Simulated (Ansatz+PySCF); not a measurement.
A calculation with PySCF 2.14.0.

```python
from pyscf import gto, scf, cc

mol = gto.M(atom="""
H 0.000000 0.000000 -0.745370
F 0.000000 0.000000 0.082820
""", basis='6-31g', charge=0, spin=0)
mf = scf.UHF(mol)
mf.kernel()
mycc = cc.CCSD(mf, frozen=1).run()
et = mycc.ccsd_t()
print(mf.e_tot, mycc.e_corr, et, mycc.e_tot + et)
```

The script is written out from the run's settings.

Results

```
Converged               : yes
Reference energy        : -99.97146 hartree
CCSD correlation energy : -0.12550 hartree
Triples correction      : -0.00051 hartree
Total energy            : -100.09747 hartree
```
